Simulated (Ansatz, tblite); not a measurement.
Cost and result up the ladder for Si3⁻ (3 atoms). Charge -1, multiplicity 2. Geometry: PBE-D4/def2-TZVPD.

```xyz
3

Si    0.861   -0.716   -0.796
Si   -0.850   -0.547    0.930
Si   -0.010    1.264   -0.134
```

Ansatz on 4 threads of Arm Neoverse V2 on a shared host; xTB runs through tblite on one thread. Times are rough, summed over both states, and most runs start from the orbitals of an earlier one. ωB97X-V/def2-TZVPD serves as the yardstick here, not as an exact answer. The other state is a quartet at its own geometry.

The xTB rows come from tblite. LC-ωPBE has ω = 0.4 bohr⁻¹. B3LYP takes the VWN-RPA correlation. Correlated methods freeze 15 core orbitals. In CCSD on the charge -1 quartet the largest single amplitude is 0.17, so its Hartree–Fock determinant may place the open shell otherwise than the density functionals do. The structure comes from a short search, and lower isomers may exist.

Run but left out: HF/STO-3G (doublet: ⟨S²⟩ 1.26, where a pure state has 0.75); HF/def2-TZVPD, HF/def2-TZVPPD, MP2/def2-TZVPD, MP2/def2-TZVPPD (quartet: ⟨S²⟩ 4.14, where a pure state has 3.75).

Correlated methods converge slowly with the basis.

xTB has no spin-polarisation term.

```
                             level  functions  wall time  quartet − doublet (eV)  difference from ωB97X-V/def2-TZVPD (eV)                                                              remarks
                          GFN1-xTB         27    0.006 s                    1.36                                    -0.28                                                                    –
                 PBE-D4/def2-TZVPD        129      3.4 s                    1.40                                    -0.24                 HOMO above zero (doublet), HOMO above zero (quartet)
                RPA@PBE/def2-TZVPD        129      4.3 s                    1.47                                    -0.17                                                                    –
               B3LYP-D4/def2-TZVPD        129      7.3 s                    1.50                                    -0.14                                            HOMO above zero (quartet)
                LC-ωPBE/def2-TZVPD        129      9.2 s                    1.47                                    -0.17                              spin-contaminated (⟨S²⟩ 3.93) (quartet)
r2SCAN-D4/def2-TZVPD (with forces)        129      9.2 s                    1.38                                    -0.26                 HOMO above zero (doublet), HOMO above zero (quartet)
                 B97M-V/def2-TZVPD        129       13 s                    1.54                                    -0.11                 HOMO above zero (doublet), HOMO above zero (quartet)
                PBE0-D4/def2-TZVPD        129       14 s                    1.44                                    -0.20                                            HOMO above zero (quartet)
               CCSD(T)/def2-TZVPPD        144       19 s                    1.50                                    -0.14  large T1 (0.060) (quartet), spin-contaminated (⟨S²⟩ 4.14) (quartet)
                ωB97X-V/def2-TZVPD        129       28 s                    1.64                                     0.00                                                                    –
```
